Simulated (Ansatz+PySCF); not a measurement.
The numbers below are computed, except where a source is named.
**Several solutions for singlet NH3 in separate pieces**

```xyz
4

N     0.0000    0.0000   -0.1456
H     0.0000    0.7999    0.5097
H     0.0000   -0.7999    0.5097
H    30.0000    0.0000    0.0000
```

Basis set: 6-31G* (spherical functions). Charge 0, multiplicity 1.

CASSCF(2,2) was run from several starts with Ansatz (development build ahead of 0.2.0) and PySCF 2.14.0. The starts are those of the Hartree–Fock orbitals from which the active space was taken at the frontier.

```csv
run,program,start,converged,energy (hartree),<S²>
A,Ansatz,"atomic start, no search",yes,-56.04995,0.00
B,Ansatz,search for the lowest state,yes,-56.04995,0.00
C,PySCF,program defaults,no,–,–
D,Ansatz,stability test followed,yes,-56.04995,0.00
```

Q: Which runs reached the lowest solution of this kind, and what is wrong with the others?

A: A, B, D reached the lowest solution found. Not converged: C.
